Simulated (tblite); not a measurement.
Compound: C₄H₆FN.
Atom-mapped SMILES: `[CH3:1][C@@H:2]([F:3])[C@H:4]1[CH:5]=[N:6]1` (hydrogens: H7, H8, H9 on C1; H10 on C2; H11 on C4; H12 on C5)

Structure optimised with GFN2-xTB, isolated species.

**Question.** List the bond lengths, angles and torsions at this level.

**Answer.** 
| bond | length (Å) | order |
| --- | --- | --- |
| C1–C2 | 1.519 | single |
| C2–F3 | 1.392 | single |
| C2–C4 | 1.514 | single |
| C4–C5 | 1.454 | single |
| C5=N6 | 1.252 | double |
| C4–N6 | 1.496 | single |
| C1–H7, C1–H8, C1–H9 | 1.087 | single |
| C2–H10 | 1.098 | single |
| C4–H11 | 1.085 | single |
| C5–H12 | 1.062 | single |

Bonds in one row agree within 0.01 Å and their mean is given. Orders are formal, as drawn. A selection of angles:
| angle | degrees |
| --- | --- |
| C2–C1–H7 | 110.2 |
| H7–C1–H8 | 108.8 |
| C1–C2–F3 | 109.1 |
| C1–C2–C4 | 113.4 |
| C1–C2–H10 | 111.0 |
| F3–C2–C4 | 107.7 |
| F3–C2–H10 | 105.2 |
| C4–C2–H10 | 110.1 |
| C2–C4–C5 | 121.4 |
| C2–C4–N6 | 119.1 |
| C2–C4–H11 | 114.7 |
| C5–C4–N6 | 50.2 |
| C5–C4–H11 | 119.2 |
| N6–C4–H11 | 116.9 |
| C4–C5–N6 | 66.6 |
| C4–C5–H12 | 148.3 |
| N6–C5–H12 | 145.1 |
| C4–N6–C5 | 63.2 |

Dihedral angles: C1–C2–C4–C5 -29° (synperiplanar); C2–C4–C5–N6 103° (anticlinal); C2–C4–N6–C5 -108° (anticlinal).

The 3-membered ring C4–C5–N6 has internal angles of 50.2° to 66.6°. The 3 C–C bonds span 1.454 Å (C4–C5, drawn single) to 1.519 Å (C1–C2, drawn single), a spread of 0.065 Å. Of the pairs four or more bonds apart, C5···H7 is among the closest relative to their van der Waals radii: 2.71 Å, 93 % of the sum of Bondi's values. N6 (C=N nitrogen) is bent (angle 63.2°). The C–N distances run from 1.252 Å (C5=N6, drawn double) to 1.496 Å (C4–N6, drawn single), a spread of 0.244 Å.

Point group: C1 (no symmetry element, even within 0.4 Å). Its GFN2-xTB frequencies are all real (lowest 55 cm⁻¹). The numbers are those of one conformer. 3 starts were optimised and ended at 0.00, 0.36 and 1.07 kcal/mol (GFN2-xTB); the lowest of these is shown.

The numbers are calculated, not measured.
